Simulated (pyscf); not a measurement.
PySCF, gas phase, ωB97X-D3(BJ)/def2-SVP geometries. MP2 and CC: frozen core, UHF for open shells. ΔMP2 is the change of the MP2 total energy from the triple- to the quadruple-zeta basis.

Q: For `[SiH2]=[S]` + `[ClH]` → `[SH][SiH2][Cl]`, an addition across a multiple bond or ene-type step (singlet surface; Cl–H broken, H–S, Cl–Si formed), PBE/def2-TZVP gives ΔE‡ = -0.23 eV and ΔE = -2.12 eV (zero: the separated reactants). In which direction and how far do r²SCAN/def2-TZVP, M06-2X/def2-TZVP, CCSD(T)/def2-TZVPP + ΔMP2(QZVPP) move these?

A: r²SCAN: ΔE‡ = -0.22 eV, ΔE = -2.26 eV; M06-2X: ΔE‡ = -0.12 eV, ΔE = -2.28 eV; CCSD(T): ΔE‡ = -0.01 eV, ΔE = -2.17 eV. PBE's barrier lies under all of them, by 0.01 to 0.22 eV. Its reaction energy lies over all of them, by 0.05 to 0.16 eV. On the reactant side the descent ends in a complex, 0.30 eV under the separated species and 0.12 eV under the saddle at ωB97X-D3(BJ)/def2-TZVP. At PBE, r²SCAN, M06-2X, CCSD(T) the saddle lies under the separated reactants, which points to a path from their complex (located at ωB97X-D3(BJ) alone). At ωB97X-D3(BJ) the barrier from the zero used here is -0.18 eV. This is the saddle that the search found; another between the same sides may lie lower. The CCSD(T) − MP2 part came from Ansatz, without density fitting, on the same reference.
